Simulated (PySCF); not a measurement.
# C3H2N2 (SMILES N#CC1=NC1), step by step

Aim: a geometry optimisation (HF-D3(BJ)/def2-SVP), then the harmonic vibrations, then a single-point energy (MP2/pob-TZVP), then the charge distribution (HFLYP/aug-cc-pVDZ) of C3H2N2. 

Program for the calculation: PySCF 2.14.0.

### Step 1. Starting point

The species is C3H2N2 (7 atoms), meant as a singlet with charge 0. SMILES: `N#CC1=NC1`. All atoms were displaced at random from a relaxed shape. The run starts from this shape.

Bond lengths: N1–C2 1.047 Å, C2–C3 1.409 Å, C3–N4 1.295 Å, C3–C5 1.529 Å, N4–C5 1.535 Å, C5–H6 1.144 Å, C5–H7 0.949 Å. Some angles: N1–C2–C3 176.8°, C2–C3–N4 152.8°, C2–C3–C5 141.9°, N4–C3–C5 65.2°, C3–N4–C5 64.7°, C3–C5–N4 50.0°, C3–C5–H6 119.7°, C3–C5–H7 124.7°, N4–C5–H6 112.9°, N4–C5–H7 122.8°.

### Step 2. A geometry optimisation at HF-D3(BJ)/def2-SVP (sfX2C, density fitting) (run 1)

start.xyz

```xyz
7
C3H2N2
N      0.106952    -2.298591     1.499413
C      0.017344    -1.512853     0.814026
C     -0.063353    -0.499106    -0.161818
N     -0.230059    -0.079976    -1.375668
C     -0.051207     1.020979    -0.321747
H      0.946130     1.572184    -0.419892
H     -0.756163     1.598277    -0.056633
```

job.py

```python
from pyscf import gto
from pyscf import df
from pyscf.geomopt.geometric_solver import kernel as optimise

mol = gto.M(
    atom='start.xyz',
    basis='def2-svp',
    verbose=3,
    spin=0,
    max_memory=1860,
    charge=0,
)

myscf = mol.RHF()
myscf = myscf.x2c()
myscf = myscf.density_fit(auxbasis=df.aug_etb(mol, beta=2.0))
myscf.disp = 'd3bj'
converged, mol_eq = optimise(myscf, maxsteps=100)
print('converged:', converged)
print(mol_eq.tostring())

myscf.reset(mol_eq)
mol = mol_eq
myscf.kernel()
energy = myscf.e_tot
print('Final energy', energy)
```

On the command line:

```bash
OMP_NUM_THREADS=1 python job.py
```

Output:

```text
maxiter                   100
[... 42 lines left out ...]
> Convergence Criteria:
[... 21 lines left out ...]
converged SCF energy = -223.46336708891
[... 49 lines left out ...]
converged SCF energy = -223.525775522191
[... 74 lines left out ...]
converged SCF energy = -223.52701092417
[... 63 lines left out ...]
Converged! =D
[... 1 line left out ...]
converged: True
N           0.10112579       -2.38494165        1.48513434
C           0.03357929       -1.51289273        0.76683793
C          -0.04444180       -0.38681590       -0.09715722
N          -0.24013097       -0.11615344       -1.27697007
C           0.00545412        1.02266636       -0.34793428
H           0.95812509        1.52851996       -0.43965667
H          -0.84406752        1.65053140       -0.11257303
converged SCF energy = -223.527013759786
Final energy -223.52701375978577
```

It took 17 s on 1 thread of Arm Neoverse V2, shared host; peak memory 0.23 GiB.

Steps, from the record of the run:

| step | energy from the first frame kept (eV) | largest force (eV/Å) |
| --- | --- | --- |
| 0 | 0.0000 | 17.1933 |
| 1 | -1.6810 | 2.0479 |
| 2 | -1.6982 | 0.7127 |
| 3 | -1.7313 | 0.1088 |
| 4 | -1.7317 | 0.0496 |
| 5 | -1.7318 | 0.0338 |
| 6 | -1.7319 | 0.0229 |
| 7 | -1.7319 | 0.0157 |

After the run. Bond lengths: N1–C2 1.132 Å, C2–C3 1.421 Å, C3–N4 1.226 Å, C3–C5 1.432 Å, N4–C5 1.490 Å, C5–H6 1.083 Å, C5–H7 1.082 Å. Some angles: N1–C2–C3 178.0°, C2–C3–N4 140.2°, C2–C3–C5 152.1°, N4–C3–C5 67.7°, C3–N4–C5 62.8°, C3–C5–N4 49.6°, C3–C5–H6 120.3°, C3–C5–H7 120.4°, N4–C5–H6 116.7°, N4–C5–H7 116.7°.

### Step 3. The harmonic vibrations at HF-D3(BJ)/def2-SVP (sfX2C, density fitting) (run 2)

start.xyz

```xyz
7
C3H2N2
N      0.129900    -1.743698     1.390916
C      0.062353    -0.871649     0.672620
C     -0.015668     0.254428    -0.191375
N     -0.211357     0.525091    -1.371188
C      0.034228     1.663910    -0.442152
H      0.984982     2.169893    -0.533527
H     -0.817211     2.291904    -0.206443
```

input.py

```python
import numpy
from pyscf import gto, symm
from pyscf import df
from pyscf.hessian import thermo

mol = gto.M(
    atom='start.xyz',
    verbose=3,
    spin=0,
    basis='def2-svp',
    max_memory=1860,
)

mf = mol.RHF()
mf = mf.sfx2c1e()
mf = mf.density_fit(auxbasis=df.aug_etb(mol, beta=2.0))
mf.disp = 'd3bj'
mf.kernel()

e_tot = mf.e_tot
print('E = %.10f Eh' % e_tot)
hess = mf.Hessian().kernel()
modes = thermo.harmonic_analysis(mol, hess)
print('frequencies (1/cm)', numpy.round(modes['freq_wavenumber'], 1))
symm.geom.TOLERANCE = 1e-3  # for the symmetry number
th = thermo.thermo(mf, modes['freq_au'], 1200, 101325)
thermo.dump_thermo(mol, th)
```

On the command line:

```bash
OMP_NUM_THREADS=1 python input.py
```

Output:

```text
converged SCF energy = -223.527010501933
E = -223.5270105019 Eh

WARN: DFTD3 does not support analytical Hessian, using finite difference

WARN: Mole.unit (angstrom) is changed to Bohr

frequencies (1/cm) [ 230.4  243.9  588.4  597.2  723.8 1007.4 1093.  1181.5 1212.9 1453.7
 1632.4 2062.8 2652.  3278.4 3387.4]
temperature 1200.0000 [K]
pressure 101325.00 [Pa]
Rotational constants [GHz] 28.00483 3.41789 3.10979
Symmetry number 1
Zero-point energy (ZPE) 0.04863 [Eh]   127671.744 [J/mol]
                           tot       elec      trans        rot        vib
Entropy [J/mol/K]       419.956      0.000    189.954    119.849    110.153
Cv [J/mol/K]            120.443      0.000     12.472     12.472     95.499
Cp [J/mol/K]            128.757      0.000     20.786     12.472     95.499
Internal energy [J/mol]                     14966.028  14966.028 195844.811
Internal energy [Eh]   -223.44102  -223.52701
Enthalpy [J/mol]                            24943.380  14966.028 195844.811
Enthalpy [Eh]          -223.43722
Gibbs free energy [J/mol]                  -203001.535 -128853.202  63661.545
Gibbs free energy [Eh] -223.62916
```

Wall time 58 s (1 thread of Arm Neoverse V2, shared host); peak memory 0.65 GiB.

### Step 4. A single-point energy at MP2/pob-TZVP (run 3)

input.xyz

```xyz
7

N      0.101126    -2.384942     1.485134
C      0.033579    -1.512893     0.766838
C     -0.044442    -0.386816    -0.097157
N     -0.240131    -0.116153    -1.276970
C      0.005454     1.022666    -0.347934
H      0.958125     1.528520    -0.439657
H     -0.844068     1.650531    -0.112573
```

calc.py

```python
from pyscf import gto, mp

system = gto.M(
    atom='input.xyz',
    spin=0,
    verbose=3,
    basis='pob-tzvp',
    max_memory=1860,
)

mf = system.RHF()
mf.kernel()

pt = mp.MP2(mf).run()
energy = pt.e_tot
print(f'total energy: {energy:.8f} hartree')
dip = mf.dip_moment()
pop, q = mf.mulliken_pop()
```

On the command line:

```bash
OMP_NUM_THREADS=1 python calc.py
```

Output:

```text
converged SCF energy = -223.59730656036
[... 2 lines left out ...]
total energy: -224.38584014 hartree
Dipole moment(X, Y, Z, Debye):  0.24956,  3.35032,  0.07967
[... 110 lines left out ...]
charge of    6H =      0.04247
```

It took 2.7 s on 1 thread of Arm Neoverse V2, shared host; peak memory 0.29 GiB.

### Step 5. Energy and one-electron properties at HFLYP/aug-cc-pVDZ (run 4)

start.xyz

```xyz
7
C3H2N2
N      0.101126    -2.384942     1.485134
C      0.033579    -1.512893     0.766838
C     -0.044442    -0.386816    -0.097157
N     -0.240131    -0.116153    -1.276970
C      0.005454     1.022666    -0.347934
H      0.958125     1.528520    -0.439657
H     -0.844068     1.650531    -0.112573
```

run.py

```python
import numpy
from pyscf import gto, scf, dft, lo

system = gto.Mole()
system.atom = 'start.xyz'
system.verbose = 4
system.basis = 'aug-cc-pvdz'
system.max_memory = 1860
system.spin = 0
system.build()

ks = dft.RKS(system, xc='hflyp')
ks.kernel()

etot = ks.e_tot
print('E = %.10f Eh' % etot)
dip = ks.dip_moment()
pop, q = ks.mulliken_pop()
quad = ks.quad_moment()
occ = ks.mo_coeff[:, ks.mo_occ > 0]
iaos = lo.vec_lowdin(lo.iao.iao(system, occ), ks.get_ovlp())
c = iaos.T @ ks.get_ovlp() @ occ
pop_iao, q_iao = scf.hf.mulliken_pop(lo.iao.reference_mol(system), (c * ks.mo_occ[ks.mo_occ > 0]) @ c.T, numpy.eye(c.shape[0]), verbose=0)
print('IAO charges', numpy.round(q_iao, 4))
```

On the command line:

```bash
OMP_NUM_THREADS=1 python run.py
```

Output:

```text
PySCF version 2.14.0

[... 84 lines left out ...]
converged SCF energy = -224.748245248547
[... 1 line left out ...]
Dipole moment(X, Y, Z, Debye):  0.20701,  3.05126, -0.03651
[... 144 lines left out ...]
IAO charges [-0.1926  0.1483  0.148  -0.2464 -0.1576  0.1501  0.1501]
```

It took 15 s on 1 thread of Arm Neoverse V2, shared host; peak memory 0.77 GiB.

Atomic charges (e):

| atom | Mulliken | IAO |
| --- | --- | --- |
| N1 | -0.267 | -0.193 |
| C2 | -0.340 | +0.148 |
| C3 | +0.566 | +0.148 |
| N4 | -0.582 | -0.246 |
| C5 | +1.010 | -0.158 |
| H6 | -0.193 | +0.150 |
| H7 | -0.194 | +0.150 |

### Step 6. Summary of results

| quantity | value |
| --- | --- |
| run 1, HF-D3(BJ)/def2-SVP: total energy at the end | -223.52701 Eh |
| run 1, HF-D3(BJ)/def2-SVP: dipole moment | 2.94 D |
| run 1, HF-D3(BJ)/def2-SVP: HOMO energy | -12.20 eV |
| run 1, HF-D3(BJ)/def2-SVP: LUMO energy | 1.89 eV |
| run 1, HF-D3(BJ)/def2-SVP: HOMO–LUMO gap | 14.09 eV |
| run 1, HF-D3(BJ)/def2-SVP: dispersion energy | -110.83 kJ/mol |
| run 2, HF-D3(BJ)/def2-SVP: lowest harmonic wavenumber | 230 cm⁻¹ |
| run 2, HF-D3(BJ)/def2-SVP: highest harmonic wavenumber | 3387 cm⁻¹ |
| run 2, HF-D3(BJ)/def2-SVP: zero-point energy | 127.7 kJ/mol |
| run 2, HF-D3(BJ)/def2-SVP: ideal-gas entropy at 1200 K (symmetry number 1 as used) | 100.4 cal/(mol K) |
| run 3, MP2/pob-TZVP: total energy | -224.38584 Eh |
| run 3, MP2/pob-TZVP: dipole moment (Hartree–Fock density) | 3.36 D |
| run 3, MP2/pob-TZVP: HOMO energy (Hartree–Fock orbitals) | -12.06 eV |
| run 3, MP2/pob-TZVP: LUMO energy (Hartree–Fock orbitals) | 2.33 eV |
| run 3, MP2/pob-TZVP: HOMO–LUMO gap (Hartree–Fock orbitals) | 14.39 eV |
| run 3, MP2/pob-TZVP: correlation energy | -788.5 mEh |
| run 4, HFLYP/aug-cc-pVDZ: total energy | -224.74825 Eh |
| run 4, HFLYP/aug-cc-pVDZ: dipole moment | 3.06 D |
| run 4, HFLYP/aug-cc-pVDZ: HOMO energy | -13.06 eV |
| run 4, HFLYP/aug-cc-pVDZ: LUMO energy | 0.63 eV |
| run 4, HFLYP/aug-cc-pVDZ: HOMO–LUMO gap | 13.69 eV |

**Reading.** The optimisation (run 1, HF-D3(BJ)/def2-SVP) took 7 steps and changed the energy by -1.732 eV. All 15 modes (run 2, HF-D3(BJ)/def2-SVP) are real, so the shape is a minimum at this level. Mulliken charges (run 2, HF-D3(BJ)/def2-SVP) run from -0.24 on N4 to +0.08 on H7. Mulliken charges (run 3, MP2/pob-TZVP) of the mean-field density run from -0.55 on N4 to +0.34 on C3; they depend strongly on the basis. Mulliken charges (run 4, HFLYP/aug-cc-pVDZ) run from -0.58 on N4 to +1.01 on C5; in a basis this large or diffuse they mean little.
